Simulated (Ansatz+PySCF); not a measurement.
The numbers below are computed, except where a source is named.
Several solutions for triplet O₂

```yaml
atoms:
  - { symbol: O, position_ang: [0.0000, 0.0000, -1.0397] }
  - { symbol: O, position_ang: [0.0000, 0.0000, 1.0397] }
```

Basis set: STO-3G (spherical functions). Charge 0, multiplicity 3.

PBE0 (unrestricted) was run from several starts with Ansatz (development build ahead of 0.2.0) and PySCF 2.14.0.

| run | program | start | converged | energy (hartree) | <S²> |
| --- | --- | --- | --- | --- | --- |
| A | Ansatz | search for the lowest state | yes | -147.94038 | 2.74 |
| B | Ansatz | atomic start, no search | yes | -147.86570 | 2.00 |
| C | Ansatz | stability test followed | yes | -147.94038 | 2.74 |
| D | PySCF | program defaults | yes | -147.86571 | 2.00 |

Q: Which runs reached the lowest solution of this kind, and what is wrong with the others?

A: A, C reached the lowest solution found. Converged but too high: B by 2.03 eV, D by 2.03 eV. Convergence only shows a stationary point, and even a stable one can lie too high; stability tests and further starts are what find lower ones. Caution: the unrestricted determinant is spin contaminated.
